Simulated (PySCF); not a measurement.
Compound: C4H7ClO.
SMILES: `CCCC(=O)Cl`

Torsions of this conformer, `[CH3:1][CH2:2][CH2:3][C:4](=[O:5])[Cl:6]`: C1–C2–C3–C4 180°, C2–C3–C4–O5 0°.

The closed-shell ground state was solved at several levels (PySCF, density fitting, gas phase, non-relativistic). Isolated species at its PBE0-D3(BJ)/def2-SVP geometry (one conformer only).

```csv
level,basis functions,total energy (Eh),HOMO (eV),LUMO (eV),gap (eV),dipole (D)
PBE0/pcSseg-2,321,-691.7671,-8.53,-0.99,7.54,3.06
PBE0/cc-pVDZ,123,-691.6760,-8.33,-0.70,7.63,2.90
PBE0/cc-pVTZ,282,-691.7582,-8.46,-0.88,7.58,2.95
PBE0/pcSseg-0,72,-690.5831,-8.67,-1.12,7.55,3.21
PBE0/IGLO-III,289,-691.7592,-8.47,-0.95,7.52,2.93
```

(1) What might PBE0/aug-cc-pVDZ (205 basis functions) give for the same quantities?

(2) How much does the basis alone move the frontier levels among the 6 PBE0 rows (the withheld one included)?

(3) How far do the dipole and the HOMO energy spread over the levels?

Answers

(1) Total energy -691.6931 Eh, HOMO -8.52 eV, LUMO -1.01 eV, gap 7.51 eV, dipole 3.03 D.

(2) The HOMO by 0.34 eV and the LUMO by 0.42 eV. By rising basis size (HOMO, LUMO in eV): pcSseg-0 -8.67, -1.12; cc-pVDZ -8.33, -0.70; aug-cc-pVDZ -8.52, -1.01; cc-pVTZ -8.46, -0.88; IGLO-III -8.47, -0.95; pcSseg-2 -8.53, -0.99.

(3) The dipole runs from 2.90 to 3.21 D (mean 3.01 D) and the HOMO from -8.67 to -8.33 eV.
